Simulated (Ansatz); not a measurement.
`FCC(F)(F)F` → `FCF` + `F[C]F`  (difluorocarbene loss)

Isolated molecules relaxed with PBE0-D4/def2-TZVP in Ansatz; ΔE leaves out vibrations. CBS: MP2 limit from def2 TZ/QZ plus the TZ coupled-cluster correction, frozen cores. This one scheme is used for every species. DFT in def2-TZVPP. B3LYP here is the variant with VWN-RPA as its local correlation; programs differ in this.

| level | ΔE (kcal/mol) | difference from CCSD(T)/CBS |
| --- | --- | --- |
| r2SCAN-D4 | 69.5 | 4.0 |
| r2SCANh-D4 | 70.5 | 5.0 |
| PBE0 | 68.8 | 3.3 |
| B3LYP | 61.6 | -3.9 |
| LC-ωPBE | 69.0 | 3.5 |
| HF/def2-SVP | 64.7 | -0.8 |
| MP2/def2-TZVPP | 68.7 | 3.2 |
| SCS-MP2/def2-TZVPP | 65.6 | 0.1 |
| MP2/def2-QZVPP | 69.3 | 3.8 |
| MP2/CBS(def2) | 69.9 | 4.4 |
| CCSD(T)/CBS | 65.5 | 0 |

Largest T1 diagnostic among the species: 0.017.

From r2SCAN to r2SCAN0 (25 % exact exchange), in def2-TZVPP and without D4, ΔE moves by +2.2 kcal/mol. At CCSD(T), def2-SVP lies +2.2 kcal/mol from the extrapolated value and def2-TZVPP −1.2 kcal/mol.
